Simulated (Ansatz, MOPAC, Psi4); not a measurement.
Reaction (SMILES): s1cccc1 [thiophene] + 4 C (CH4) + S (H2S) -> 2 C=C (C2H4) [ethene] + CC (C2H6) [ethane] + 2 CS (CH4S) [methanethiol]

Property: bond separation energy (enthalpy at 298 K), in kcal/mol. Terms: LANL2DZ with its own core potentials from Na on; frozen cores in correlated levels; 6-311+G** with 5d, 6d on Na to Ar in Ansatz (a first-principles code); 6-31G* and kin with 6d, 5d where marked; no dispersion term unless named; PM7 with its own dispersion and hydrogen-bond terms; non-relativistic; spin-orbit terms left out. First-principles rows: single points at B3LYP-D3(BJ) geometries (Ansatz), with unscaled harmonic terms from B3LYP/6-31G* (Ansatz) at its own minima. Semi-empirical rows: MOPAC heats of formation at their own minima for 298 K. The Hartree-Fock reference of c1ccsc1 is unstable towards a lower, spin-broken solution.

Measured values: Active Thermochemical Tables 1.112 (ions: stationary electron), as tabulated in the package chemicals; G2/97 table in ASE (Curtiss et al.); they hold spin-orbit and core effects, anharmonicity. 

Value to compare with, the measured value: 42.8 kcal/mol.

| level | program | bond separation energy (enthalpy at 298 K) (kcal/mol) | error |
|---|---|---|---|
| PM7 | MOPAC | 30.6 | -12.2 |
| MNDO | MOPAC | 14.0 | -28.8 |
| HF/STO-3G | Ansatz | 43.7 | 0.9 |
| HF/6-31G* | Ansatz | 31.4 | -11.4 |
| HF/6-311+G** | Ansatz | 29.8 | -13.0 |
| SVWN5/6-31G* | Ansatz | 48.3 | 5.5 |
| B3LYP/STO-3G | Ansatz | 52.1 | 9.3 |
| B3LYP/6-31G* | Ansatz | 40.4 | -2.4 |
| wB97X-D/6-311+G** | Psi4 | 38.5 | -4.3 |
| MP2/LANL2DZ | Ansatz | 36.3 | -6.5 |
| wB97M-V/def2-TZVPD | Ansatz | 41.1 | -1.7 |
| wB97X-V/def2-TZVPD | Ansatz | 40.5 | -2.3 |

Among the 10 habitual levels, MNDO lies farthest from the measured value (-28.8 kcal/mol) and HF/STO-3G nearest (0.9); 3 of 10 lie above it, and their mean absolute error is 9.4 kcal/mol, the median 7.9. One case shows no general order.

The levels are drawn from those run, B3LYP/6-31G* more often than the rest, none by its result; left out are runs that failed, that the program found above a lower state of the same kind, or whose <S^2> lies over 0.5 above the pure value.
